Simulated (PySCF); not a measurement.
# HF/aug-pcseg-2 (density fitting with def2-universal-jkfit) run of BH3F− (SMILES [H][B-]([H])([H])F)

Aim: the vertical singlet–triplet gap of BH3F− at HF/aug-pcseg-2 (density fitting with def2-universal-jkfit), from 2 runs. The job is set up through an ASE script.

The calculation is run with PySCF 2.14.0.

6 further runs of the same task are left out: 1 that didn't finish, 5 set aside as unsound or not needed.

### Step 1. The molecule

BH3F−: 5 atoms, total charge -1, spin state singlet. As SMILES, `[H][B-]([H])([H])F`. The coordinates come from a GFN2-xTB relaxation.

Bond lengths: B1–F2 1.447 Å, B1–H3 1.227 Å, B1–H4 1.228 Å, B1–H5 1.226 Å. Angles: F2–B1–H3 108.4°, F2–B1–H4 108.4°, F2–B1–H5 108.4°, H3–B1–H4 110.5°, H3–B1–H5 110.6°, H4–B1–H5 110.5°.

### Step 2. A single-point energy at HF/aug-pcseg-2 (density fitting with def2-universal-jkfit)

The input, mol.xyz:

```xyz
5

B     -0.000350     0.000360    -0.057130
F      0.012500    -0.020940     1.389230
H      1.160070     0.011720    -0.454270
H     -0.590550     1.012650    -0.424140
H     -0.581670    -1.003790    -0.453700
```

The input, run.py:

```python
import pyscf.grad
from pyscf import gto
from pyscf.pbc.tools.pyscf_ase import PySCF, ase_atoms_to_pyscf
from ase.io import read

atoms = read('mol.xyz')

mol = gto.M(
    atom=ase_atoms_to_pyscf(atoms),
    basis='aug-pcseg-2',
    spin=0,
    verbose=4,
    charge=-1,
    max_memory=1860,
)

hf = mol.RHF()
hf = hf.density_fit(auxbasis='def2-universal-jkfit')
atoms.calc = PySCF(method=hf)

e_ev = atoms.get_potential_energy()
print('energy %.6f eV' % e_ev)
```

The run is started by

```bash
$ OMP_NUM_THREADS=1 python run.py
```

What it wrote:

```text
PySCF version 2.14.0

[INPUT] num. atoms = 5
[INPUT] num. electrons = 18
[INPUT] charge = -1
[INPUT] spin (= nelec alpha-beta = 2S) = 0
[INPUT] symmetry False subgroup None
[INPUT] Mole.unit = angstrom
[INPUT] Symbol           X                Y                Z      unit          X                Y                Z       unit  Magmom
[INPUT]  1 B     -0.000350000000   0.000360000000  -0.057130000000 AA   -0.000661404144   0.000680301405  -0.107960053496 Bohr   0.0
[INPUT]  2 F      0.012500000000  -0.020940000000   1.389230000000 AA    0.023621576557  -0.039570865048   2.625264224030 Bohr   0.0
[INPUT]  3 H      1.160070000000   0.011720000000  -0.454270000000 AA    2.192214585324   0.022147590180  -0.858445886606 Bohr   0.0
[INPUT]  4 H     -0.590550000000   1.012650000000  -0.424140000000 AA   -1.115977762862   1.913631160041  -0.801508438473 Bohr   0.0
[INPUT]  5 H     -0.581670000000  -1.003790000000  -0.453700000000 AA   -1.099196994876  -1.896888186577  -0.857368742715 Bohr   0.0

nuclear repulsion = 30.2969866489304
number of shells = 17
number of NR pGTOs = 202
number of NR cGTOs = 161
basis = aug-pcseg-2
ecp = {}
Create scanner for <class 'pyscf.df.df_jk.DFRHF'>
New geometry
   1 B     -0.000350000000   0.000360000000  -0.057130000000 AA   -0.000661404144   0.000680301405  -0.107960053496 Bohr
   2 F      0.012500000000  -0.020940000000   1.389230000000 AA    0.023621576557  -0.039570865048   2.625264224030 Bohr
   3 H      1.160070000000   0.011720000000  -0.454270000000 AA    2.192214585324   0.022147590180  -0.858445886606 Bohr
   4 H     -0.590550000000   1.012650000000  -0.424140000000 AA   -1.115977762862   1.913631160041  -0.801508438473 Bohr
   5 H     -0.581670000000  -1.003790000000  -0.453700000000 AA   -1.099196994876  -1.896888186577  -0.857368742715 Bohr

******** <class 'pyscf.scf.hf.DFRHF_Scanner'> ********
method = DFRHF_Scanner
initial guess = minao
damping factor = 0
level_shift factor = 0
DIIS = <class 'pyscf.scf.diis.CDIIS'>
diis_start_cycle = 1
diis_space = 8
diis_damp = 0
SCF conv_tol = 1e-09
SCF conv_tol_grad = None
SCF max_cycles = 50
direct_scf = False
Set gradient conv threshold to 3.16228e-05
Initial guess from minao.
******** <class 'pyscf.df.df.DF'> ********
auxbasis = def2-universal-jkfit
init E= -125.67733627323
  HOMO = -0.33440705087928  LUMO = 0.023348936933024  gap/eV = 9.73504
cycle= 1 E= -125.900068185696  delta_E= -0.223  |g|= 0.479  |ddm|= 3.53
  HOMO = -0.146881481293437  LUMO = 0.128418865876437  gap/eV = 7.49130
cycle= 2 E= -125.935078638755  delta_E= -0.035  |g|= 0.324  |ddm|= 3.35
  HOMO = -0.179763964754992  LUMO = 0.128035015198028  gap/eV = 8.37564
cycle= 3 E= -125.949354827346  delta_E= -0.0143  |g|= 0.0306  |ddm|= 0.295
  HOMO = -0.189564202987286  LUMO = 0.127830464282953  gap/eV = 8.63675
cycle= 4 E= -125.949768751436  delta_E= -0.000414  |g|= 0.00507  |ddm|= 0.151
  HOMO = -0.187858302465507  LUMO = 0.127829235216769  gap/eV = 8.59030
cycle= 5 E= -125.949780031894  delta_E= -1.13e-05  |g|= 0.00164  |ddm|= 0.0539
  HOMO = -0.188227877109459  LUMO = 0.127822352390714  gap/eV = 8.60016
cycle= 6 E= -125.949781209413  delta_E= -1.18e-06  |g|= 0.000456  |ddm|= 0.00706
  HOMO = -0.188191455885488  LUMO = 0.127820832125891  gap/eV = 8.59913
cycle= 7 E= -125.94978134059  delta_E= -1.31e-07  |g|= 0.000104  |ddm|= 0.006
  HOMO = -0.188197798729997  LUMO = 0.127820590920856  gap/eV = 8.59930
cycle= 8 E= -125.94978134666  delta_E= -6.07e-09  |g|= 1.12e-05  |ddm|= 0.00122
  HOMO = -0.188198118858872  LUMO = 0.127820667752352  gap/eV = 8.59931
cycle= 9 E= -125.949781346737  delta_E= -7.74e-11  |g|= 1.27e-06  |ddm|= 0.000425
  HOMO = -0.188197858585851  LUMO = 0.127820672180238  gap/eV = 8.59930
Extra cycle  E= -125.949781346737  delta_E= -2.84e-13  |g|= 3.99e-07  |ddm|= 5.72e-05
converged SCF energy = -125.949781346737
energy -3427.268119 eV
```

Run time: 0.74 s. Hardware: 1 thread of Intel Xeon 6975P-C (Granite Rapids), shared host; peak memory 0.16 GiB.

### Step 3. The triplet

mol.xyz is that of step 2.

The input, input.py:

```python
import pyscf.grad
from pyscf import gto
from pyscf.pbc.tools.pyscf_ase import PySCF, ase_atoms_to_pyscf
from ase.io import read

atoms = read('mol.xyz')

mol = gto.M(
    atom=ase_atoms_to_pyscf(atoms),
    verbose=4,
    charge=-1,
    max_memory=1860,
    basis='aug-pcseg-2',
    spin=2,
)

hf = mol.UHF()
hf = hf.density_fit(auxbasis='def2-universal-jkfit')
atoms.calc = PySCF(method=hf)

e_ev = atoms.get_potential_energy()
print('energy %.6f eV' % e_ev)
```

The run is started by

```bash
$ OMP_NUM_THREADS=1 python input.py
```

What it wrote:

```text
PySCF version 2.14.0

[INPUT] num. atoms = 5
[INPUT] num. electrons = 18
[INPUT] charge = -1
[INPUT] spin (= nelec alpha-beta = 2S) = 2
[INPUT] symmetry False subgroup None
[INPUT] Mole.unit = angstrom
[INPUT] Symbol           X                Y                Z      unit          X                Y                Z       unit  Magmom
[INPUT]  1 B     -0.000350000000   0.000360000000  -0.057130000000 AA   -0.000661404144   0.000680301405  -0.107960053496 Bohr   0.0
[INPUT]  2 F      0.012500000000  -0.020940000000   1.389230000000 AA    0.023621576557  -0.039570865048   2.625264224030 Bohr   0.0
[INPUT]  3 H      1.160070000000   0.011720000000  -0.454270000000 AA    2.192214585324   0.022147590180  -0.858445886606 Bohr   0.0
[INPUT]  4 H     -0.590550000000   1.012650000000  -0.424140000000 AA   -1.115977762862   1.913631160041  -0.801508438473 Bohr   0.0
[INPUT]  5 H     -0.581670000000  -1.003790000000  -0.453700000000 AA   -1.099196994876  -1.896888186577  -0.857368742715 Bohr   0.0

nuclear repulsion = 30.2969866489304
number of shells = 17
number of NR pGTOs = 202
number of NR cGTOs = 161
basis = aug-pcseg-2
ecp = {}
Create scanner for <class 'pyscf.df.df_jk.DFUHF'>
New geometry
   1 B     -0.000350000000   0.000360000000  -0.057130000000 AA   -0.000661404144   0.000680301405  -0.107960053496 Bohr
   2 F      0.012500000000  -0.020940000000   1.389230000000 AA    0.023621576557  -0.039570865048   2.625264224030 Bohr
   3 H      1.160070000000   0.011720000000  -0.454270000000 AA    2.192214585324   0.022147590180  -0.858445886606 Bohr
   4 H     -0.590550000000   1.012650000000  -0.424140000000 AA   -1.115977762862   1.913631160041  -0.801508438473 Bohr
   5 H     -0.581670000000  -1.003790000000  -0.453700000000 AA   -1.099196994876  -1.896888186577  -0.857368742715 Bohr

******** <class 'pyscf.scf.hf.DFUHF_Scanner'> ********
method = DFUHF_Scanner
initial guess = minao
damping factor = 0
level_shift factor = 0
DIIS = <class 'pyscf.scf.diis.CDIIS'>
diis_start_cycle = 1
diis_space = 8
diis_damp = 0
SCF conv_tol = 1e-09
SCF conv_tol_grad = None
SCF max_cycles = 50
direct_scf = False
number electrons alpha = 10  beta = 8
Set gradient conv threshold to 3.16228e-05
******** <class 'pyscf.df.df.DF'> ********
auxbasis = def2-universal-jkfit
init E= -125.677336273229
[... the frontier-level lines of each cycle are left out ...]



cycle= 1 E= -125.711757850117  delta_E= -0.0344  |g|= 0.357  |ddm|=  253


cycle= 2 E= -125.759737986788  delta_E= -0.048  |g|= 0.26  |ddm|=   10


cycle= 3 E= -125.781363165284  delta_E= -0.0216  |g|= 0.0432  |ddm|= 10.2


cycle= 4 E= -125.784321370741  delta_E= -0.00296  |g|= 0.0173  |ddm|= 10.6


cycle= 5 E= -125.785516809462  delta_E= -0.0012  |g|= 0.00988  |ddm|= 8.32


cycle= 6 E= -125.786459026071  delta_E= -0.000942  |g|= 0.00646  |ddm|= 13.1
cycle= 7 E= -125.787129873632  delta_E= -0.000671  |g|= 0.00425  |ddm|= 19.3
cycle= 8 E= -125.787507374161  delta_E= -0.000378  |g|= 0.00209  |ddm|= 25.9
cycle= 9 E= -125.787553767837  delta_E= -4.64e-05  |g|= 0.00163  |ddm|= 5.39
cycle= 10 E= -125.787579335906  delta_E= -2.56e-05  |g|= 0.00143  |ddm|= 4.56
cycle= 11 E= -125.787597973727  delta_E= -1.86e-05  |g|= 0.00131  |ddm|= 1.24
cycle= 12 E= -125.787630352066  delta_E= -3.24e-05  |g|= 0.00107  |ddm|= 1.62
cycle= 13 E= -125.787676066001  delta_E= -4.57e-05  |g|= 0.000554  |ddm|= 2.68
cycle= 14 E= -125.787680750024  delta_E= -4.68e-06  |g|= 0.000322  |ddm|=  1.7
cycle= 15 E= -125.787682888962  delta_E= -2.14e-06  |g|= 0.000201  |ddm|= 0.565
cycle= 16 E= -125.787683123314  delta_E= -2.34e-07  |g|= 9.98e-05  |ddm|= 0.542
cycle= 17 E= -125.787683291062  delta_E= -1.68e-07  |g|= 6.78e-05  |ddm|= 0.194
cycle= 18 E= -125.787683414824  delta_E= -1.24e-07  |g|= 4.36e-05  |ddm|= 0.218
cycle= 19 E= -125.787683472238  delta_E= -5.74e-08  |g|= 2.41e-05  |ddm|= 0.177
cycle= 20 E= -125.787683489544  delta_E= -1.73e-08  |g|= 1.09e-05  |ddm|= 0.115
cycle= 21 E= -125.787683491988  delta_E= -2.44e-09  |g|= 5.22e-06  |ddm|= 0.0406
cycle= 22 E= -125.787683492739  delta_E= -7.51e-10  |g|= 2.98e-06  |ddm|= 0.0223
Extra cycle  E= -125.787683492856  delta_E= -1.17e-10  |g|= 2.34e-06  |ddm|= 0.00642
converged SCF energy = -125.787683492856  <S^2> = 2.0150379  2S+1 = 3.0100086
energy -3422.857212 eV
```

Run time: 1.6 s. Hardware: 1 thread of Intel Xeon 6975P-C (Granite Rapids), shared host; peak memory 0.23 GiB.

### Step 4. Summary of results

At HF/aug-pcseg-2 (density fitting with def2-universal-jkfit):

| quantity | value |
| --- | --- |
| singlet: total energy | -125.94978 Eh |
| singlet: HOMO energy | -5.12 eV |
| singlet: LUMO energy | 3.48 eV |
| singlet: HOMO–LUMO gap (to an unbound level, set by the basis) | 8.60 eV |
| triplet: total energy | -125.78768 Eh |
| triplet: HOMO energy (highest over α and β) | 0.52 eV |
| triplet: LUMO energy (lowest over α and β) | 0.74 eV |
| triplet: ⟨S²⟩ | 2.015 |
| vertical energy of the triplet above the singlet | 4.411 eV |

In words: At this shape the triplet lies 4.41 eV (426 kJ/mol) above the singlet. For an anion a state so high probably lies above electron detachment. Mulliken charges (triplet) run from -2.04 on H4 to +5.06 on B1; in a basis this large or diffuse they mean little. The HOMO (triplet) lies at positive energy, 0.52 eV: the electron is unbound at this level or held by a compact basis; values depend on the basis.
